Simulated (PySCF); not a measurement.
One of the candidates below gave these computed data.

All candidates are C3H2Cl2O.

* UV, first state: lowest singlet excitation: 4.40 eV (282 nm, f = 0.000) [TDDFT CAM-B3LYP/def2-SVPD]
* 1H NMR: chemical shifts (computed TMS as zero) by class: 7.01 (1 H), 6.39 (1 H) ppm [GIAO PBE0/pcSseg-1]
* 13C NMR: chemical shifts (computed TMS as zero) by class: 175.5 (1 C), 146.3 (1 C), 138.1 (1 C) ppm [GIAO PBE0/pcSseg-1]
* Dipole: 2.43 D [CAM-B3LYP/def2-SVPD]
* Rotational structure: rotational constants A, B, C: 3.167, 2.152, 1.281 GHz [GFN2-xTB]
* Triplet: lowest triplet excitation (Tamm–Dancoff): 3.24 eV [TDA CAM-B3LYP/def2-SVPD]

Electronic properties: PySCF, gas phase, density fitting. Levels stand in brackets. Geometry: GFN2-xTB, one conformer, isolated molecule. NMR values are class means; diastereotopic atoms form classes of their own.

Problem. Which candidate is it?
A. `O=C=C(Cl)CCl`
B. `C=C(Cl)C(=O)Cl`
C. `O=C(Cl)/C=C/Cl`

Solution. B. It is `C=C(Cl)C(=O)Cl`. Numbering: `[CH2:1]=[C:2]([Cl:3])[C:4](=[O:5])[Cl:6]`. Its formula, C3H2Cl2O, gives 2 degrees of unsaturation: 0 rings and 2 π bonds in the structure found. 3 carbons fall into 3 classes; from least to most shielded: acyl halide carbon [C4] (175.5 ppm), vinylic C–Cl carbon [C2] (146.3 ppm), terminal =CH2 carbon [C1] (138.1 ppm). Hydrogen classes from least to most shielded: 1 H on a terminal =CH2 carbon, C1 (7.01 ppm), 1 H on a terminal =CH2 carbon, C1 (6.39 ppm). S1 is mainly HOMO−1→LUMO (weight 0.78); the largest Löwdin shares of the orbital it empties are 0.35 on the chlorine bonded to C, 0.30 on the carbonyl oxygen and 0.27 on the vinyl chlorine, of the orbital it fills 0.24 on the terminal =CH2 carbon, 0.22 on the acyl halide carbon, 0.18 on the carbonyl oxygen and 0.17 on the vinylic C–Cl carbon. The optimised geometry has point group Cs and is an asymmetric top.

The others, at the same levels:
- `O=C=C(Cl)CCl` fails: its computed 13C shifts are 211.1 (1 C), 66.1 (1 C), 53.9 (1 C) ppm, 1H shifts are 4.67 (2 H) ppm and rotational constant A is 2.819 GHz (against 3.167 GHz).
- `O=C(Cl)/C=C/Cl` fails: its computed 13C shifts are 172.9 (1 C), 158.7 (1 C), 137.0 (1 C) ppm, 1H shifts are 7.66 (1 H), 6.47 (1 H) ppm and rotational constant A is 7.183 GHz (against 3.167 GHz).

Each candidate is one conformer, not necessarily the lowest. The conformers computed, where there is a choice (atom-mapped SMILES and torsion angles):
- `[CH2:1]=[C:2]([Cl:3])[C:4](=[O:5])[Cl:6]`: C1–C2–C4–O5 0°
- `[O:1]=[C:2]=[C:3]([Cl:4])[CH2:5][Cl:6]`: C2–C3–C5–Cl6 91°
- `[O:1]=[C:2]([Cl:3])/[CH:4]=[CH:5]/[Cl:6]`: O1–C2–C4–C5 0°
